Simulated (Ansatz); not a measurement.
Geometry optimisation, RKS r2SCAN-D4/def2-SVP (Ansatz).

The input (input.yaml):

```yaml
crystal:
  periodic: [false, false, false]
  atoms:
    - { symbol: Mg, position_ang: [-0.99755, 1.30948, -1.41945] }
    - { symbol: B, position_ang: [0.77227, 0.40282, -0.70045] }
    - { symbol: Si, position_ang: [0.43983, -0.49745, 0.99204] }
    - { symbol: H, position_ang: [-2.6304, 1.22871, -1.97099] }
    - { symbol: H, position_ang: [1.67512, -0.00784, -1.34348] }
    - { symbol: H, position_ang: [-0.17843, 0.33121, 2.06969] }
    - { symbol: H, position_ang: [-0.59098, -1.53939, 0.67054] }
    - { symbol: H, position_ang: [1.51014, -1.22754, 1.70211] }
basis:
  gaussian: { orbitals: def2-SVP }
hamiltonian:
  xc: r2scan
  dispersion: d4
relax:
  f_tol: 0.015
  max_steps: 40
output:
  orbitals: {}
```

Run as:

```bash
$ ansatz run input.yaml --threads 1 --pin off --max-ram 2048MiB --backend cpu --events-out ev --progress --plain --runs-dir out
```

Task: Where does it end, and by what steps?

Result: The forces met the threshold. The force dipped under the threshold on the way, but the program's further checks kept it going. After 11 steps the energy has fallen by 0.359 eV; H4 moved furthest, 0.88 Å.

```csv
step,energy less start (eV),largest force component (eV/Å),accepted
0,0.0000,1.360,yes
1,-0.2440,0.462,yes
2,-0.3055,0.217,yes
3,-0.3252,0.189,yes
4,-0.3441,0.191,yes
5,-0.3466,0.218,yes
6,-0.3532,0.200,yes
7,-0.3573,0.095,yes
8,-0.3583,0.057,yes
9,-0.3592,0.012,yes
10,-0.3593,0.022,yes
11,-0.3594,0.007,yes
```

```xyz
8
Properties=species:S:1:pos:R:3
Mg -1.267 1.221 -1.649
B 0.523 0.149 -0.704
Si 0.515 -0.599 1.153
H -2.613 2.027 -2.333
H 1.518 -0.113 -1.353
H -0.362 0.122 2.133
H -0.140 -1.940 0.917
H 1.825 -0.866 1.835
```

Whether the end is a true minimum wasn't checked by a vibrational analysis.

Time of the run: 51 s on 1 thread of Arm Neoverse V1, on a shared host, peak memory 0.16 GiB.
